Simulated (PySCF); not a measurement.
Multinuclear NMR of 1,3,5-Triazine

Geometry:
```json
{"atom": "C1", "x (Å)": "0.955", "y (Å)": "-0.065", "z (Å)": "0.487"}
{"atom": "N2", "x (Å)": "-0.162", "y (Å)": "-0.724", "z (Å)": "0.766"}
{"atom": "C3", "x (Å)": "-1.102", "y (Å)": "-0.620", "z (Å)": "-0.164"}
{"atom": "N4", "x (Å)": "-1.001", "y (Å)": "0.065", "z (Å)": "-1.296"}
{"atom": "C5", "x (Å)": "0.164", "y (Å)": "0.678", "z (Å)": "-1.458"}
{"atom": "N6", "x (Å)": "1.180", "y (Å)": "0.653", "z (Å)": "-0.606"}
{"atom": "H7", "x (Å)": "1.758", "y (Å)": "-0.118", "z (Å)": "1.218"}
{"atom": "H8", "x (Å)": "-2.038", "y (Å)": "-1.141", "z (Å)": "0.017"}
{"atom": "H9", "x (Å)": "0.297", "y (Å)": "1.254", "z (Å)": "-2.371"}
```

All values are calculated (PySCF): B97-2/pcSseg-2 with gauge-including orbitals, geometry from PBE0-D3(BJ)/def2-TZVP, J: B3LYP/pcJ-2. One averaged value for each set of equivalent atoms, gas phase, one conformer, no relativistic terms.

Q: Predict the 15N NMR data.

A: 
| atoms | environment | σ (ppm) | δ (ppm) |
| --- | --- | --- | --- |
| N2/N4/N6 | pyridine-type ring nitrogen | -51.5 | -102.3 |

Shieldings were converted by a linear fit to measured shifts: 15N (scatter 6.4 ppm rms vs CH3NO2, solution or neat liquid). A few per cent of atoms miss by over 2 rms, more outside the fitted compound classes.

Couplings (the largest are listed; each averaged over equivalent pairs): 1J(C1,N2) = 5.1 Hz, 2J(N2,H7) = -16.3 Hz, 3J(C1,N4) = -6.9 Hz. Signs are for 15N, whose magnetogyric ratio is negative.

On a 600 MHz spectrometer 15N resonates near 60.8 MHz, so 1 ppm is 60.8 Hz.
